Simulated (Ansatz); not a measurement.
Species: Cl, SMILES `[Cl]` (charge 0, multiplicity 2), formula Cl.

Task: How many basis functions does Ansatz (a program for electronic structure) with frozen-core CCSD(T)/def2-TZVPP use, how many core orbitals are frozen, and how many electrons are correlated?

Result: 42 basis functions and 5 frozen orbitals, which leaves 7 correlated electrons. Core time is of the order of seconds.
